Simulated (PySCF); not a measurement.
**Level sweep**

Compound: cyclopentane, C5H10.
SMILES with atom numbers: `[CH2:1]1[CH2:2][CH2:3][CH2:4][CH2:5]1` (hydrogens: H6, H7 on C1; H8, H9 on C2; H10, H11 on C3; H12, H13 on C4; H14, H15 on C5)

PySCF, dipoles from the SCF density, polarisabilities from static response with core orbitals frozen. The structure is a single PBE0-D3(BJ)/def2-SVP conformer in the gas phase; no vibrational or solvent corrections.

Q: Compare the levels for these properties.

A: 

| level | α (Å³) | error (%) | anisotropy (Å³) |
| --- | --- | --- | --- |
| LDA/def2-SVPD | 9.11 | -0.7 | 1.29 |
| PBE/def2-SVPD | 8.97 | -2.1 | 1.27 |
| B3LYP/def2-SVPD | 8.75 | -4.5 | 1.18 |
| PBE0/def2-SVPD | 8.68 | -5.4 | 1.18 |
| CAM-B3LYP/def2-SVPD | 8.63 | -5.9 | 1.11 |
| HF/def2-SVPD | 8.23 | -10.2 | 0.99 |

Reference polarisability: 9.170 Å³ (measured, gas; NIST CCCBDB Release 22 (SRD 101), experimental polarizabilities). The anisotropy is √(½[(α1 − α2)² + (α2 − α3)² + (α3 − α1)²]). For the polarisability, the smallest error is 0.7% (LDA/def2-SVPD) and the largest 10.2% (HF/def2-SVPD). The dipole stays under 0.05 D at every level. In one basis (def2-SVPD) the functionals order the polarisability from HF (lowest) to LDA (highest), a spread of 11%. Measured values can belong to vibrating molecules; the computed ones are for one fixed geometry.
